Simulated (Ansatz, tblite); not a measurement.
Removing an electron: the cluster LiH2⁻. Charge -1, multiplicity 1. Geometry: PBE0-D4/def2-TZVPD. Ansatz, gas phase; energy differences of separate SCF runs; the oxidised species was run as a doublet alone.

```tsv
atom	x (Å)	y (Å)	z (Å)
Li1	-0.002	0.002	-0.001
H2	-0.796	0.074	1.511
H3	0.798	-0.076	-1.510
```

The xTB rows come from tblite. Correlated methods freeze no core orbitals; core or outer-core shells of Li are correlated, in sets that lack core-valence functions. In CCSD on the charge 0 doublet the largest single amplitude is 0.38, so its Hartree–Fock determinant may place the open shell otherwise than the density functionals do. HOMO above LUMO, or a gap near zero within one spin, warns that the state may not be the lowest or that an electron is smeared out. The structure comes from a short search, and lower isomers may exist.

Task: Estimate orbital energies and vertical ionisation energies at: GFN1-xTB; GFN2-xTB; PBE-D4/def2-TZVPD; r2SCAN-D4/def2-TZVPD; PBE0-D4/def2-TZVPD; CCSD/def2-TZVPPD; CCSD(T)/def2-TZVPPD.

Result: 
```
               level  −HOMO (eV)  vertical IE (eV)  −LUMO (eV)  HOMO–LUMO gap (eV)                                                                remarks
            GFN1-xTB        5.71              8.63       -0.07                5.79                                                                      –
            GFN2-xTB        4.07              7.04       -2.93                7.00                                                                      –
   PBE-D4/def2-TZVPD       -0.26              2.66       -3.16                2.91  HOMO above zero (-1 singlet), gap within one spin near zero (doublet)
r2SCAN-D4/def2-TZVPD       -0.07              2.61       -3.70                3.62                                           HOMO above zero (-1 singlet)
  PBE0-D4/def2-TZVPD        0.78              2.84       -3.50                4.29                                                                      –
    CCSD/def2-TZVPPD           –              3.10           –                   –                                             large T1 (0.124) (doublet)
 CCSD(T)/def2-TZVPPD           –              3.08           –                   –                                             large T1 (0.124) (doublet)
```

Run but left out: HF/def2-TZVPPD, MP2/def2-TZVPPD (neutral doublet: a determinant that CCSD turns far, T1 0.124).  A HOMO above zero means that the electron is unbound at that level or that self-interaction error raises the level; the energy of removing that electron tells which. Raw xTB energy differences between charge states are shifted by several eV; the methods need an empirical correction for them.
